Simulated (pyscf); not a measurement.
Elementary routes open to H₂N–SiH(NH₂)–NH₂ (SMILES N[SiH](N)N) + HF (SMILES F) in the gas phase (singlet surface):
A. NH₃ (SMILES N) + H₂N–SiH(NH₂)–F (SMILES N[SiH](N)F) (N–Si, F–H broken; H–N, F–Si formed)
B. H₂N–Si(NH₂)(NH₂)–F (SMILES N[Si](N)(N)F) + H₂ (SMILES [H][H]) (H–Si, F–H broken; F–Si, H–H formed)

PySCF, gas phase, ωB97X-D3(BJ)/def2-SVP geometries.

Task: Rank the routes by free-energy barrier at 298 K, lowest first, for ωB97M-D3(BJ)/def2-TZVP energies (ideal gas, 1 atm, RRHO with modes under 100 cm⁻¹ raised to 100, one conformer, R ln 2 for chiral ones without a mode under 150 cm⁻¹).

Result: A (0.53 eV), B (1.24 eV)

Route A is the fastest of these, ahead of the next by 0.71 eV. The most stable products are those of B (ΔG = -1.61 eV), whose barrier is 0.71 eV higher: the kinetic and the thermodynamic product differ. At 1200 K A is still the fastest. A: On the reactant side the descent ends in a bound adduct, 0.59 eV under the separated species and 0.66 eV under the saddle at ωB97X-D3(BJ)/def2-TZVP. B: On the reactant side the descent ends in a complex, 0.21 eV under the separated species and 1.03 eV under the saddle at ωB97X-D3(BJ)/def2-TZVP. Only these routes are compared; each barrier is that of the saddle found, and lower ones may exist.
